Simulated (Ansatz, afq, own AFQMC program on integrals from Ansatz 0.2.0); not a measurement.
Integrals from Ansatz 0.2.0, then the random walk in our own AFQMC program (afq).

```yaml
crystal:
  periodic: [false, false, false]
  atoms:
    - {symbol: Cu, position_ang: [0.000000, 0.000000, 0.000000]}
basis:
  gaussian: {orbitals: def2-TZVPP}
magnetization: {spin_polarized: true, initial_magnetization: 3}
correlation: {method: ccsd_t, electrons: outside_noble_gas, hamiltonian_folder: ham}
```

```sh
$ ansatz run in.yaml --threads 1 --pin off --events-out ev --progress --plain --max-ram 24576MiB --backend cuda --devices 0, --max-vram 18GiB
```

Options of the walk:

```
--method phaseless --trial cisd --walkers 2800 --populations 20 --least-time 60 --time-step 0.005 --steps-per-block 50 --equilibration-blocks 40 --max-blocks 4000 --target-error 0.0002 --factor-cut 1e-05 --start spin_pure --seed 68 --release-times 0.24,0.6,1.2,2,3,4.2 --release-step 0.04 --release-every 3 --taylor-order 6
```

Times are imaginary, in 1/Eh. The walk had a cap of 339 s. With eight or more populations the least sampling time is a fifth of least-time, and the error comes from their spread.

Log:

```
orbitals 55  electrons 7 4  factors 425 of 453
reference energy -1638.82523963 Eh
CCSD correlation -0.33408340 Eh in 15 cycles, weight of the determinant in the CISD state 0.9466
energy of the start -1639.159304 Eh
 block  time / (1/Eh)  mean weight  energy / Eh
     1     0.250  0.9994  -1639.162301
     2     0.500  0.9996  -1639.165229
     3     0.750  0.9998  -1639.166734
     4     1.000  0.9996  -1639.166689
     5     1.250  1.0004  -1639.167122
     8     2.000  1.0004  -1639.167812
    13     3.250  1.0000  -1639.168382
    25     6.250  1.0002  -1639.167462
    37     9.250  1.0005  -1639.167600
    49    12.250  1.0000  -1639.167425
    53    13.250  1.0000  -1639.167179
    61    15.250  1.0008  -1639.167234
    73    18.250  1.0004  -1639.168625
    85    21.250  1.0008  -1639.169973
    97    24.250  0.9998  -1639.168377
   109    27.250  0.9997  -1639.167252
   121    30.250  1.0003  -1639.169019
   129    32.250  0.9997  -1639.170292
   133    33.250  0.9996  -1639.168041
   145    36.250  0.9992  -1639.169278
   157    39.250  0.9994  -1639.167896
   169    42.250  1.0000  -1639.168733
   177    44.250  0.9999  -1639.169067
error from the spread of 20 populations
released: time / (1/Eh)  energy / Eh  error  mean overlap
  0.24  -1639.167906  0.000077  0.9960
  0.60  -1639.168009  0.000091  0.9855
  1.20  -1639.168883  0.001221  0.9770
  2.00  -1639.167866  0.000147  0.9615
  3.00  -1639.168811  0.000298  0.9174
  4.20  -1639.171914  0.003304  0.8901
energy -1639.167975 +/- 0.000079 Eh
(rows thinned)
```

The run passed its tests (sampling time, drift between the halves within three errors, error under three times the target), which doesn't prove that it has relaxed.

Against this walk (error 2.1 meV) on the same determinant: CCSD(T) 11.9 meV lower, CCSDT(Q) 42.6 meV lower. The error is statistical and leaves out the bias of the constraint. None of these is a sure reference here. The released energies have errors that jump between times, so the bars are unsure (meV from the phaseless value at times in 1/Eh: -0.9 ± 2.5 at 0.60, -25 ± 33 at 1.20, 3 ± 4 at 2.00, -23 ± 8 at 3.00, -107 ± 90 at 4.20), so they give no level.

Cautions: constraint bias not in the error; no relativity below Rb; outer-core shells of the metal frozen; another spin lies lower.

The walk took 4 min on 1 × NVIDIA H100 80GB HBM3 with 2 threads of AMD EPYC 7R13 Processor (Zen 3), with other jobs on the host (the card was shared). The log's last line is the phaseless energy.

CCSDT and higher add their correlation energy to the determinant of the CCSD(T) run, since their own runs factorise the integrals more tightly (a shift of under 2 meV).
